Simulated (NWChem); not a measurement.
Correlation energy of C3H7Cl

```xyz
11

C     -1.9197    -0.2437     0.2260
C     -0.7067    -1.1286    -0.0602
C      0.6150    -0.5763     0.4584
Cl     1.0707     0.9888    -0.3364
H     -2.0663    -0.0978     1.3168
H     -2.8483    -0.6900    -0.1819
H     -1.7898     0.7571    -0.2322
H     -0.6126    -1.3118    -1.1522
H     -0.8421    -2.1290     0.4100
H      0.5731    -0.3707     1.5471
H      1.4517    -1.2752     0.2657
```
Charge 0, spin multiplicity 1.

Everything below was run with NWChem. All single points use one geometry, from PBE/def2-SVP, a minimum by its harmonic frequencies. It is one conformer; others weren't searched.

Basis set: 6-31G*. Each correlation energy counts from its own Hartree-Fock reference.

The correlated methods keep 8 core orbitals frozen. The Pople sets run with spherical d functions. The structure started from a generated list of species. No row is a measurement; the coupled-cluster row has its own basis-set and correlation limits.

Q: One of these methods gave a correlation energy of -520.7 mHa. Which?
A) MP2
B) CCSD+T(CCSD)
C) SCS-MP2
D) CCSD

A: A, MP2. The others give -516.9 (SCS-MP2), -573.4 (CCSD), -589.7 (CCSD+T(CCSD)).
